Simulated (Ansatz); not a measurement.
## fcc Pb

Computed with HSE06-D3(BJ) in Ansatz (plane waves, PAW).

Numerical settings: plane-wave cutoff 460 eV, 12×12×12 k mesh, Fermi–Dirac smearing 0.05 eV, scalar-relativistic PAW data made under PBE.

Cell (relaxed at this level):

Pb has the cubic space group Fm-3m (No. 225), the fcc (Cu type) structure, Pearson symbol cF4. Conventional cell: a = b = c = 4.8738 Å, α = β = γ = 90.00°. Pb on 4a sees 12 Pb at 3.446 Å (cuboctahedral). (Neighbours: up to the widest gap in distance over summed covalent radii, below 1.35, at either atom.)
(The calculation used a cell of 1 atom; values per cell refer to that cell.)

| Property | Value |
|---|---|
| bulk modulus B0 | 50.8 GPa |
| pressure derivative B′ of the bulk modulus | 5.9 |

Measured, for comparison: bulk modulus 47 GPa (corrected for temperature and zero-point phonon effects; as tabulated in Levämäki et al. (2014), arXiv:1402.3671). Computed (rounded) less measured: bulk modulus +8 %.

Spin–orbit coupling is not included; it can shift volumes and moduli of such heavy elements.

The computed numbers hold no vibrational or temperature effects.

It cost around 15 core-minutes (rough) of CPU time.

Ansatz is an electronic-structure program.
